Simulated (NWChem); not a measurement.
Everything below was run with NWChem. System: dimethyl ether (C$_{2}$H$_{6}$O), charge 0, spin multiplicity 1, at a geometry optimised with PBE0/def2-SVP. Level: G0W0@PBE0/def2-TZVP, RI basis def2-tzvp-rifit.

Part of the output:

```
             Northwest Computational Chemistry Package (NWChem) 7.3.0
             --------------------------------------------------------

                                NWChem Input Module
                                -------------------

 Scaling coordinates for geometry "geometry" by  1.889725989
 (inverse scale =  0.529177249)

 Turning off AUTOSYM since
 SYMMETRY directive was detected!

                             Geometry "geometry" -> ""
                             -------------------------

 Output coordinates in angstroms (scale by  1.889725989 to convert to a.u.)

  No.       Tag          Charge          X              Y              Z
 ---- ---------------- ---------- -------------- -------------- --------------
    1 C                    6.0000    -1.16107900     0.00000000    -0.18806400
    2 O                    8.0000     0.00000000     0.00000000     0.57779000
    3 C                    6.0000     1.16107900     0.00000000    -0.18806400
    4 H                    1.0000    -1.23304200    -0.89523100    -0.83951400
    5 H                    1.0000    -1.23304200     0.89523100    -0.83951400
    6 H                    1.0000    -2.02146000     0.00000000     0.49625600
    7 H                    1.0000     1.23304200    -0.89523100    -0.83951400
    8 H                    1.0000     2.02146000     0.00000000     0.49625600
    9 H                    1.0000     1.23304200     0.89523100    -0.83951400

 Effective nuclear repulsion energy (a.u.)      84.3016847105

            Nuclear Dipole moment (a.u.)
            ----------------------------
        X                 Y               Z
 ---------------- ---------------- ----------------
     0.0000000000     0.0000000000     0.0000151178

      Symmetry information
      --------------------

 Group name             C2v
 Group number             16
 Group order               4
 No. of unique centers     4

      Symmetry unique atoms

     1    2    4    6


 Summary of "ao basis" -> "" (spherical)
 ------------------------------------------------------------------------------
       Tag                 Description            Shells   Functions and Types
 ---------------- ------------------------------  ------  ---------------------
 *                         def2-tzvp                  on all atoms

 new library libraries.bse/

 Summary of "ri basis" -> "" (spherical)
 ------------------------------------------------------------------------------
       Tag                 Description            Shells   Functions and Types
 ---------------- ------------------------------  ------  ---------------------
 *                      def2-tzvp-rifit               on all atoms

                                 NWChem DFT Module
                                 -----------------

 Summary of "ao basis" -> "ao basis" (spherical)
 ------------------------------------------------------------------------------
       Tag                 Description            Shells   Functions and Types
 ---------------- ------------------------------  ------  ---------------------
 C                         def2-tzvp                11       31   5s3p2d1f
 O                         def2-tzvp                11       31   5s3p2d1f
 H                         def2-tzvp                 4        6   3s1p

 Summary of "ao basis" -> "ao basis" (spherical)
 ------------------------------------------------------------------------------
       Tag                 Description            Shells   Functions and Types
 ---------------- ------------------------------  ------  ---------------------
 C                         def2-tzvp                11       31   5s3p2d1f
 O                         def2-tzvp                11       31   5s3p2d1f
 H                         def2-tzvp                 4        6   3s1p

      Symmetry analysis of basis
      --------------------------

        a1         46
        a2         20
        b1         39
        b2         24

            General Information
            -------------------
          SCF calculation type: DFT
          Wavefunction type:  closed shell.
          No. of atoms     :     9
          No. of electrons :    26
           Alpha electrons :    13
[...]
  ----- ------------  ---------------      ----- ------------  ---------------
   107     -0.196046  6 H  s                119      0.196046  8 H  s
     6      0.193029  1 C  px                68      0.193029  3 C  px
     8     -0.144833  1 C  pz                 9      0.145110  1 C  px
    70      0.144833  3 C  pz                71      0.145110  3 C  px
   106     -0.130436  6 H  s                118      0.130436  8 H  s

 Vector   12  Occ=2.000000D+00  E=-3.345508D-01  Symmetry=a1
              MO Center= -1.4D-14,  1.5D-15,  2.7D-01, r^2= 2.1D+00
   Bfn.  Coefficient  Atom+Function         Bfn.  Coefficient  Atom+Function
  ----- ------------  ---------------      ----- ------------  ---------------
    39      0.345705  2 O  pz                42      0.290147  2 O  pz
    45      0.215990  2 O  pz                 8     -0.168188  1 C  pz
    70     -0.168188  3 C  pz                35      0.132949  2 O  s
    11     -0.127916  1 C  pz                73     -0.127916  3 C  pz
    36      0.122231  2 O  s                107     -0.114077  6 H  s

 Vector   13  Occ=2.000000D+00  E=-2.730644D-01  Symmetry=b2
              MO Center=  3.2D-15,  2.5D-14,  1.0D-01, r^2= 1.9D+00
   Bfn.  Coefficient  Atom+Function         Bfn.  Coefficient  Atom+Function
  ----- ------------  ---------------      ----- ------------  ---------------
    38      0.411185  2 O  py                41      0.350691  2 O  py
    44      0.270446  2 O  py                96      0.134059  4 H  s
   102     -0.134059  5 H  s                114      0.134059  7 H  s
   126     -0.134059  9 H  s                 95      0.122782  4 H  s
   101     -0.122782  5 H  s                113      0.122782  7 H  s

 Vector   14  Occ=0.000000D+00  E= 5.059561D-02  Symmetry=a1
              MO Center= -1.4D-15,  1.2D-16, -6.6D-01, r^2= 6.6D+00
   Bfn.  Coefficient  Atom+Function         Bfn.  Coefficient  Atom+Function
  ----- ------------  ---------------      ----- ------------  ---------------
     5      2.449659  1 C  s                 67      2.449659  3 C  s
    96     -1.291288  4 H  s                102     -1.291288  5 H  s
   114     -1.291288  7 H  s                126     -1.291288  9 H  s
   108     -0.897629  6 H  s                120     -0.897629  8 H  s
    14     -0.459084  1 C  pz                76     -0.459084  3 C  pz

 Vector   15  Occ=0.000000D+00  E= 9.001627D-02  Symmetry=b1
              MO Center=  1.3D-14,  6.5D-16, -4.9D-01, r^2= 8.9D+00
   Bfn.  Coefficient  Atom+Function         Bfn.  Coefficient  Atom+Function
  ----- ------------  ---------------      ----- ------------  ---------------
     5      3.889194  1 C  s                 67     -3.889194  3 C  s
    96     -1.491427  4 H  s                102     -1.491427  5 H  s
   114      1.491427  7 H  s                126      1.491427  9 H  s
   108     -1.222803  6 H  s                120      1.222803  8 H  s
    43      0.487088  2 O  px                12      0.316814  1 C  px

 Vector   16  Occ=0.000000D+00  E= 9.543079D-02  Symmetry=a1
              MO Center=  5.8D-16,  3.8D-17, -3.0D-01, r^2= 6.0D+00
   Bfn.  Coefficient  Atom+Function         Bfn.  Coefficient  Atom+Function
  ----- ------------  ---------------      ----- ------------  ---------------
    36      2.131708  2 O  s                  5     -1.081064  1 C  s
    67     -1.081064  3 C  s                 12     -0.710059  1 C  px
    74      0.710059  3 C  px                14     -0.456457  1 C  pz
    76     -0.456457  3 C  pz                45     -0.430849  2 O  pz
    96      0.321157  4 H  s                102      0.321157  5 H  s

 center of mass
 --------------
 x =   0.00000000 y =   0.00000000 z =   0.09621078

 moments of inertia (a.u.)
 ------------------
          45.129962628800           0.000000000000           0.000000000000
           0.000000000000         200.433327320169           0.000000000000
           0.000000000000           0.000000000000         178.378433819616

     Multipole analysis of the density
     ---------------------------------

     L   x y z        total         alpha         beta         nuclear
     -   - - -        -----         -----         ----         -------
     0   0 0 0     -0.000000    -13.000000    -13.000000     26.000000

     1   1 0 0      0.000000      0.000000      0.000000      0.000000
     1   0 1 0     -0.000000     -0.000000     -0.000000      0.000000
     1   0 0 1     -0.456439     -0.228227     -0.228227      0.000015

     2   2 0 0    -12.987082    -60.829828    -60.829828    108.672575
     2   1 1 0     -0.000000     -0.000000     -0.000000      0.000000
     2   1 0 1      0.000000      0.000000      0.000000      0.000000
     2   0 2 0    -15.084185    -13.266069    -13.266069     11.447954
     2   0 1 1     -0.000000     -0.000000     -0.000000      0.000000
     2   0 0 2    -15.783925    -19.331550    -19.331550     22.879174

 Task  times  cpu:        8.7s     wall:        8.7s

                                NWChem Input Module
                                -------------------

                                 NWChem GW Module
                                 ----------------

                             ***********************
                             ***        GW       ***
                             ***********************

 Summary of "ri basis" -> "ri basis" (spherical)
 ------------------------------------------------------------------------------
       Tag                 Description            Shells   Functions and Types
 ---------------- ------------------------------  ------  ---------------------
 C                      def2-tzvp-rifit             22       76   8s6p4d3f1g
 O                      def2-tzvp-rifit             22       76   8s6p4d3f1g
 H                      def2-tzvp-rifit              7       15   4s2p1d

                 Memory Information
                 ------------------
          Available GA per process is          1699.9 MBs
          Available stack per process is        700.0 MBs
          Available heap per process is           0.0 MBs

          Peak memory in Initialization
              Peak GA per process is                  5.6 MBs
              Peak stack per process is               0.2 MBs
              Peak heap per process is                5.9 MBs
              Memory not in MA per process            0.0 MBs

          Peak memory in AFF Calculation
              Peak GA per process is                 25.6 MBs
              Peak stack per process is              17.3 MBs
              Peak heap per process is                0.0 MBs
              Memory not in MA per process           17.3 MBs

          Computing 2-center integrals
          Computing Inverse Cholesky factor
          Computing 3-center integrals
          Computing V_xc ...

          Computing Sigma_x
          Computing RPA polarizability
          Solving quasiparticle equations

                  Alpha Orbitals
          State     Energy (eV)     Error (eV)
          -----------------------------------
@GW        10        -13.819           0.002
@GW        11        -13.340           0.002
@GW        12        -11.649           0.002
@GW        13         -9.863           0.002
@GW        14          3.248           0.004
@GW        15          4.271           0.004

   Applying  -2.4327 eV scissor-shift to rest of particle states

   Applying   1.8717 eV scissor-shift to rest of hole states

     GW Timing Statistics
   ------------------------
   Init.   :          0.1s
     ERIs  :          1.4s
     Distr.:          0.0s
     Vxc   :          1.2s
   Sigma_x :          0.0s
   RPA     :          0.8s
   Wmn     :          0.0s
   Sigma_c :          0.0s
   GW total:          3.5s

 Task  times  cpu:        3.5s     wall:        3.5s

 Total times  cpu:       12.2s     wall:       12.2s
```

Q: Write an NWChem input that would produce this output.

A: One answer among several that fit: 
```
start mol
memory heap 200 mb stack 700 mb global 1700 mb
geometry units angstroms nocenter noautoz
  C     -1.161079     0.000000    -0.188064
  O      0.000000     0.000000     0.577790
  C      1.161079     0.000000    -0.188064
  H     -1.233042    -0.895231    -0.839514
  H     -1.233042     0.895231    -0.839514
  H     -2.021460     0.000000     0.496256
  H      1.233042    -0.895231    -0.839514
  H      2.021460     0.000000     0.496256
  H      1.233042     0.895231    -0.839514
  symmetry group C2v
end
basis spherical
  * library def2-tzvp
end
basis "ri basis" bse spherical
  * library def2-tzvp-rifit
end
dft
  xc pbe0
  iterations 100
  direct
  tolerances tight
end
task dft energy
gw
  states alpha occ 4 vir 2
end
task dft gw
```
